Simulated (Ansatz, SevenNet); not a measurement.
# 1T (CdI2-type) ZrSe₂: properties by level of theory

Reference values: lattice constant a 3.77 Å (measured, temperature not stated, no zero-point or thermal correction; as tabulated in Björkman (2014), arXiv:1406.2436); lattice parameter c 6.122 Å (measured, temperature not stated, zero-point anharmonic expansion removed (computed with revB86b-DF2); no thermal correction; as tabulated in Björkman (2014), arXiv:1406.2436).

```json
[
 {"level (code)": "SevenNet-0 (SevenNet)", "equilibrium lattice constant a (Å)": "3.801", "c axis length (Å)": "6.863"},
 {"level (code)": "PBE-D3(BJ) (Ansatz)", "equilibrium lattice constant a (Å)": "3.735", "c axis length (Å)": "6.032"},
 {"level (code)": "PBE-D4 (Ansatz)", "equilibrium lattice constant a (Å)": "3.751", "c axis length (Å)": "6.125"},
 {"level (code)": "HSE06 (Ansatz)", "equilibrium lattice constant a (Å)": "3.792", "c axis length (Å)": "6.762"},
 {"level (code)": "PBE0 (Ansatz)", "equilibrium lattice constant a (Å)": "3.792", "c axis length (Å)": "6.752"}
]
```

Differences from the reference values (errors of the level alone only where the reference is corrected to a static lattice):

```json
[
 {"level": "SevenNet-0", "lattice constant a (%)": "+0.82", "lattice parameter c (%)": "+12.1"},
 {"level": "PBE-D3(BJ)", "lattice constant a (%)": "-0.93", "lattice parameter c (%)": "-1.47"},
 {"level": "PBE-D4", "lattice constant a (%)": "-0.50", "lattice parameter c (%)": "+0.05"},
 {"level": "HSE06", "lattice constant a (%)": "+0.58", "lattice parameter c (%)": "+10.5"},
 {"level": "PBE0", "lattice constant a (%)": "+0.58", "lattice parameter c (%)": "+10.3"}
]
```

Nearest: lattice constant a, not ranked (reference at room or unstated temperature); lattice parameter c, not ranked (reference at room or unstated temperature).

Machine-learned potentials (SevenNet-0) are trained on DFT data, which may include these solids.

Caveats: the cell comes from a level without a dispersion term, which matters for the spacing of layers, chains or molecules (HSE06, PBE0). Ansatz's density-functional and Hartree–Fock values are scalar-relativistic unless marked +SOC, with PAW data made under PBE.

Differences are worked out from the printed values.

The computed numbers hold no vibrational or temperature effects.

Ansatz is a quantum-chemistry and plane-wave program.
